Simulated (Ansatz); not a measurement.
One change: `S[SiH2]Cl` becomes `F[SiH2]Cl`.

Ansatz, PBE0-D4/def2-TZVP geometries, multiplicity 1. Each molecule was computed in one conformer, which needn't be the lowest.

```json
{"property": "size of the dipole moment (B3LYP/def2-TZVPP) / D", "`S[SiH2]Cl`": "1.07"}
{"property": "vertical ionisation energy (CCSD(T)/CBS(def2)) / eV", "`S[SiH2]Cl`": "10.43"}
{"property": "HOMO energy (ωB97M-V/def2-TZVPP) / eV", "`S[SiH2]Cl`": "-10.12"}
{"property": "HOMO energy (PBE/def2-TZVPP) / eV", "`S[SiH2]Cl`": "-6.69"}
{"property": "size of the dipole moment (PBE/def2-TZVPP) / D", "`S[SiH2]Cl`": "1.03"}
{"property": "LUMO energy (PBE0/def2-TZVPP) / eV", "`S[SiH2]Cl`": "0.01"}
```

Give the same properties after the change, and the shifts. (Estimate.)

Ansatz gave: 
```
                                           property  `F[SiH2]Cl`  shift
   size of the dipole moment (B3LYP/def2-TZVPP) / D         1.32   0.25
vertical ionisation energy (CCSD(T)/CBS(def2)) / eV        12.23   1.80
              HOMO energy (ωB97M-V/def2-TZVPP) / eV       -11.51  -1.39
                  HOMO energy (PBE/def2-TZVPP) / eV        -7.87  -1.18
     size of the dipole moment (PBE/def2-TZVPP) / D         1.20   0.17
                 LUMO energy (PBE0/def2-TZVPP) / eV         0.05   0.04
```

The zero-point energy changes by -17.7 kJ/mol with -3 modes. Dipoles are sizes alone; their direction can turn.

B3LYP here is the variant with VWN-RPA as its local correlation; programs differ in this.
